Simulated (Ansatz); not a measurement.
# AsH⁻, doublet: reading a ladder of total energies

Geometry: a PBE0/def2-TZVPD stationary point for this spin.

```xyz
2

As    0.0000    0.0000    0.0000
H     0.0000    0.0000    1.5478
```

Basis aug-cc-pVDZ; Ansatz 0.2.0. Correlated methods freeze the noble-gas cores and the filled d shells of p-block atoms, which leaves 7 electrons in 31 orbitals. Prefix R: restricted or restricted open-shell reference. No spin–orbit coupling is included, and no scalar relativity.

Full CI is exact within this basis and frozen core; it isn't the basis-set limit.

Runs differ by some tens of microhartree through their thresholds and, for an open shell, their frozen cores, so steps under 0.03 kcal/mol mean nothing.

```json
{"level": "RHF", "total energy (hartree)": "-2234.730239"}
{"level": "RMP2", "total energy (hartree)": "-2234.840002"}
{"level": "RCCSD", "total energy (hartree)": "-2234.860304"}
{"level": "RCCSD(T)", "total energy (hartree)": "-2234.864541"}
{"level": "RCCSDT", "total energy (hartree)": "-2234.865299"}
{"level": "RCCSDT(Q)", "total energy (hartree)": "-2234.865532"}
{"level": "RCCSDTQ", "total energy (hartree)": "-2234.865561"}
{"level": "full CI", "total energy (hartree)": "-2234.865562"}
```

What is the correlation energy at full CI, and what share of it do RMP2 and RCCSD(T) recover?

E(corr) = -2234.865562 − (-2234.730239) = -0.135323 hartree = -3.682 eV. RMP2: -0.109763 / -0.135323 = 81.11 %. RCCSD(T): -0.134302 / -0.135323 = 99.25 %.

By how many kcal/mol does RCCSD(T) miss full CI (1 hartree = 627.509 kcal/mol), and which steps make up the rest?

-2234.864541 − (-2234.865562) = 0.001021 hartree = 0.64 kcal/mol. Steps: RCCSDT − RCCSD(T) = -0.48, RCCSDT(Q) − RCCSDT = -0.15, RCCSDTQ − RCCSDT(Q) = -0.02, full CI − RCCSDTQ = 0.00 kcal/mol. That is within 1 kcal/mol of the reference in this basis, which itself misses far more of the correlation at the basis-set limit.
